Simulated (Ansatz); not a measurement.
The input, for Ansatz 0.2.0:

```yaml
crystal:
  periodic: [false, false, false]
  atoms:
    - {symbol: P, position_ang: [0.080212, 0.000000, 0.000000]}
    - {symbol: H, position_ang: [0.284052, 0.000000, -2.662786]}
    - {symbol: H, position_ang: [-1.516504, 1.895542, 0.000000]}
    - {symbol: H, position_ang: [-1.516504, -1.895542, 0.000000]}
    - {symbol: H, position_ang: [0.284052, 0.000000, 2.662786]}
basis:
  gaussian: {orbitals: 6-31G}
magnetization: {spin_polarized: true, initial_magnetization: 1}
correlation: {method: ccsdt_q, electrons: outside_noble_gas}
```

```sh
$ ansatz run in.yaml --threads 1 --pin off --events-out ev --progress --plain --max-ram 2393MiB
```

The program prints:

```
446 factors; integrals over basis functions are off by at most 6.1e-8 eV
mean field evaluation 1: about -9318.8550 eV, gradient 6.6e0 eV
mean field evaluation 2: about -9318.8539 eV, gradient 6.6e0 eV
mean field evaluation 4: about -9320.7038 eV, gradient 4.7e0 eV
mean field evaluation 8: about -9322.0427 eV, gradient 5.3e-1 eV
mean field evaluation 16: about -9325.2009 eV, gradient 4.9e-2 eV
mean field evaluation 32: about -9325.2010 eV, gradient 2.5e-6 eV
mean field evaluation 64: about -9322.3611 eV, gradient 2.2e0 eV
mean field evaluation 96: about -9324.2276 eV, gradient 8.1e-3 eV
mean field evaluation 128: about -9323.7880 eV, gradient 2.8e-4 eV
mean field evaluation 160: about -9323.0745 eV, gradient 3.9e-1 eV
...
cycle  27  -1.43904453 eV  change    2.5e-5 eV  update   6.2e-6
cycle  28  -1.43903420 eV  change    1.0e-5 eV  update   4.1e-6
cycle  29  -1.43903333 eV  change    8.7e-7 eV  update   2.8e-6
cycle  30  -1.43903193 eV  change    1.4e-6 eV  update   2.2e-6
cycle  31  -1.43903222 eV  change   -2.9e-7 eV  update   1.9e-6
cycle  32  -1.43902912 eV  change    3.1e-6 eV  update   1.6e-6
cycle  33  -1.43902762 eV  change    1.5e-6 eV  update   1.4e-6
cycle  34  -1.43902493 eV  change    2.7e-6 eV  update   1.2e-6
cycle  35  -1.43902159 eV  change    3.3e-6 eV  update   1.0e-6
cycle  36  -1.43902070 eV  change    8.9e-7 eV  update   7.6e-7
perturbative correction -0.01418492 eV, -0.0005212862 hartree
WARN: the results are in doubt because among natural orbitals full CI differs from the method by -0.119 eV
Total energy: -9326.65417135 eV, -342.7482189640 hartree
In doubt: among natural orbitals full CI differs from the method by -0.119 eV
```

For the same geometry and basis full CI lies 115.2 meV lower.

Ran on 1 thread of Arm Neoverse V1, shared host: 7 s wall, 0.11 GiB peak host memory.
